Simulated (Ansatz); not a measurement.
CCSD(T) forces

MgSiH4O (SMILES [MgH][O][SiH3]), closed shell, displaced at random from a GFN2-xTB minimum.

Mg1  (-1.907, -0.929, -0.481)
O2  (-0.323, -0.229, -0.079)
Si3  (1.086, 0.420, 0.289)
H4  (-3.288, -1.115, -0.883)
H5  (1.653, 0.907, -0.990)
H6  (0.895, 1.484, 1.260)
H7  (1.984, -0.629, 0.862)
(Å)

Computed with Ansatz 0.2.0 (basis: def2-TZVPP); correlated methods freeze the cores. The outer core shell of Li, Na, Mg and K is correlated. The def2 sets are not built for correlating such inner shells, so the correlated values are less sure here.

CCSD(T) forces from the calculation:
```csv
atom,Fx,Fy,Fz (eV/Å)
Mg1,2.849,0.543,0.808
O2,-0.487,-0.361,0.069
Si3,0.356,-0.596,-0.410
H4,-3.388,-0.637,-0.964
H5,0.378,0.269,0.119
H6,0.184,0.538,0.366
H7,0.107,0.245,0.012
```

Question: Which atom feels the largest CCSD(T) force, and how large is it?

Answer: H4, 3.58 eV/Å, along (-0.95, -0.18, -0.27).

Root-mean-square difference of the force components from those of CCSD(T): PBE0-D4 0.080; wB97M-V 0.030; r2SCAN-D4 0.065; PBE-D4 0.130; r2SCAN0-D4 0.134; CAM-B3LYP-D4 0.054 eV/Å.

The T1 diagnostic stays at or below 0.011.

For scale, one of the runs: CCSD(T)/def2-TZVPP forces, 161 basis functions (an equivalent command: `ansatz run in.yaml --threads 4`). The run took 84 s on 4 CPU threads (shared host), with 2.4 GiB of host memory at its peak.
